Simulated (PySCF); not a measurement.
## Broadened absorption spectrum of C3H10P2

C3H10P2.
Z-matrix (Å and degrees, GFN2-xTB geometry), rows numbered from 1:
```
C 
C   1  1.5221
P   2  1.8678  1  112.01
C   3  1.8551  2   99.21  1   -77.07
P   3  2.1775  2   96.48  1  -175.75
H   1  1.0878  2  110.94  3    64.37
H   1  1.0880  2  110.42  3   -55.65
H   1  1.0886  2  110.32  3  -175.65
H   2  1.0940  1  110.68  3  -122.64
H   2  1.0944  1  109.61  3   118.31
H   4  1.0892  3  108.75  2  -166.40
H   4  1.0882  3  109.17  2    75.60
H   4  1.0892  3  111.40  2   -45.68
H   5  1.3921  3   93.00  2   -85.12
H   5  1.3918  3   92.83  2  -177.44
```

Method: TDDFT PBE0/def2-SVPD, vertical, gas phase, core orbitals frozen in the response in PySCF.

Broadening: Gaussians 0.25 eV wide at half height, area fixed by f = 4.319×10⁻⁹ ∫ε dν̃. The cross-section is σ = 3.8235×10⁻²¹ ε cm², given in Mb (10⁻¹⁸ cm²). The width is an assumption, not a result. The curve ends short of the highest state used, and states not computed would add to its high-energy end.

```tsv
λ (nm)	σ (Mb)
185.4	2.46
187.2	5.88
189.1	9.92
190.9	11.34
192.7	9.32
194.5	5.79
196.3	3.51
198.1	4.38
199.9	9.50
201.7	18.82
203.5	29.95
205.4	38.56
207.2	39.98
209.0	35.27
210.8	28.06
212.6	21.58
214.4	16.59
216.2	12.37
218.0	8.68
219.9	6.20
221.7	6.60
223.5	10.94
225.3	19.60
227.1	31.16
228.9	42.20
230.7	48.59
232.5	47.85
234.3	40.56
236.2	29.18
238.0	18.57
239.8	10.38
241.6	5.12
243.4	2.25
245.2	0.88
247.0	0.31
248.8	0.10
```

Question: Locate the maxima and give the states behind the curve.

Answer: 231 nm (5.36 eV), ε about 13000, made up of S1 (100%); 207 nm (6.00 eV), ε about 11000, made up of S3 (65%) and S4 (32%); 191 nm (6.50 eV), ε about 3000, made up of S5 (100%) (ε in L mol⁻¹ cm⁻¹; maxima over ε = 5, shares over 10%). The states used: S1 5.36 eV (f 0.119); S2 5.78 eV (f 0.028); S3 5.98 eV (f 0.064); S4 6.06 eV (f 0.037); S5 6.50 eV (f 0.028); S6 7.07 eV (f 0.011); S7 7.13 eV (f 0.141); S8 7.29 eV (f 0.0011).

Question: Coming from long wavelengths, where does ε first pass 100 L mol⁻¹ cm⁻¹?

Answer: At about 247 nm (5.03 eV), 0.33 eV below S1.

Question: Does any computed singlet lie in the visible range?

Answer: No computed singlet lies in the visible range (380 to 750 nm); the lowest, at 231 nm, stands 2.09 eV above its violet end (3.26 eV).

Question: On this curve, what absorbance would a 10⁻⁴ mol/L sample give at 193 nm over a 1 cm path?

Answer: 193 nm is 6.424 eV, where ε is about 2300 L mol⁻¹ cm⁻¹, so A = ε c l ≈ 0.23 (Beer–Lambert, with the gas-phase spectrum and the assumed width).

One conformer stands for the species.
